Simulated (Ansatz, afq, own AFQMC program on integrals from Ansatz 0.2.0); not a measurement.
# Where AFQMC and coupled cluster stand for HSCl, triplet

```xyz
3

Cl    0.0000    0.0000   -1.4219
H     0.0000    0.0000   -0.1431
S     0.0000    0.0000    1.5651
```

Connectivity, by distances: Cl ··· S, 1 bridging H.

Basis cc-pVTZ. Noble-gas cores (and the filled d shells of Ga–Kr and In–Xe) are frozen. Integrals, coupled cluster, full CI and functionals: Ansatz 0.2.0; the random walks run on the same integrals in our own AFQMC program. The CISD trial takes its coefficients from CCSD amplitudes. Released means that phaseless walkers are propagated on without the constraint, phases kept. Error bars are statistical, one sigma.

Determinant: UHF, the one that the program's search chose, which needn't be the lowest solution. The geometry is a point of a scan.

No full CI on the walks' own integrals is used here; CCSDT(Q) serves as the reference and is uncertain by about the last step of the cluster series.

Cautions: lower spins were not checked; the search met a lower determinant of the same kind, perhaps of another symmetry (30 meV lower).

The T1 diagnostic is 0.0109. The weight of the determinant in the CISD state is 0.858 and the ⟨S²⟩ of the determinant is 2.019. The size of the correlated space is 14 electrons in 72 orbitals.

Reference: CCSDT(Q), correlation energy -10.602 eV. The released energy is read at 1.62 1/Eh, later times being too noisy (meV from the phaseless value at times in 1/Eh: -13 ± 4 at 0.24, -14 ± 4 at 0.51, -24 ± 6 at 0.99, -20 ± 8 at 1.62, -20 ± 13 at 2.40).

```json
{"level": "HF", "E − E(reference) (meV)": "10601.7", "share of correlation (%)": "0.00"}
{"level": "MP2", "E − E(reference) (meV)": "1540.8", "share of correlation (%)": "85.47"}
{"level": "CCSD", "E − E(reference) (meV)": "439.2", "share of correlation (%)": "95.86"}
{"level": "CCSD(T)", "E − E(reference) (meV)": "51.2", "share of correlation (%)": "99.52"}
{"level": "CCSDT", "E − E(reference) (meV)": "16.0", "share of correlation (%)": "99.85"}
{"level": "ph-AFQMC/CISD", "E − E(reference) (meV)": "21.1 ± 5.5", "share of correlation (%)": "99.80"}
{"level": "released AFQMC", "E − E(reference) (meV)": "1.1 ± 8.4", "share of correlation (%)": "99.99"}
```

A walk keeps the symmetry of its determinant, which the program's search chose and which needn't be the lowest solution, so a lower state of the same spin and another symmetry isn't excluded. Released energies are given only where the last usable release times agree within the noise; a slower fall can still hide under it.
